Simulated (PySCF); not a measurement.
Bonds broken one at a time in the series allyl-X. Gas-phase values, no solvent. One relaxed conformer stands for each flexible species; it need not be the lowest. Strings in code marks are SMILES.

Computed with PBE-D3(BJ)/def2-TZVP // PBE0-D4/def2-TZVP run with PySCF. 

```tsv
species	highest occupied spin orbital (eV)
whole molecule (`C(CF)=C` (C–C–C–F torsion 0°))	–
radical fragment (`C=CC[O]` (C–C–C–O torsion 0°))	-5.99
radical fragment (`[C]#N`)	-9.42
radical fragment (`[CH2]C=O`)	-5.92
radical fragment (`[SiH3]`)	-5.32
radical fragment (`CS[CH2]`)	-3.65
```
